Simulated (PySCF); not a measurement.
## How methods differ on the ionisation energy of Be

Be [He] 2s2 (1S) → Be⁺ [He] 2s1 (2S), as a difference of total energies. Computed with PySCF 2.14 in x2c-QZVPPall with one added diffuse shell each of s, p type (8s5p2d1f, 40 functions), with the spin-free X2C one-electron Hamiltonian (Gaussian nucleus). Correlated levels: valence: 1s2 frozen. The calculations carry no spin-orbit coupling.

```tsv
method	ionisation energy (eV)	error (eV)
UHF	8.044	-1.279
MP2 (valence)	8.819	-0.504
SCS-MP2 (valence)	8.974	-0.349
CCSD (valence)	9.292	-0.031
```

Reference: 9.323 eV (measured; NIST Atomic Spectra Database, ionization energies).

Errors of the correlated levels include the incompleteness of this basis and the frozen core.

With two correlated electrons CCSD is exact in that space.
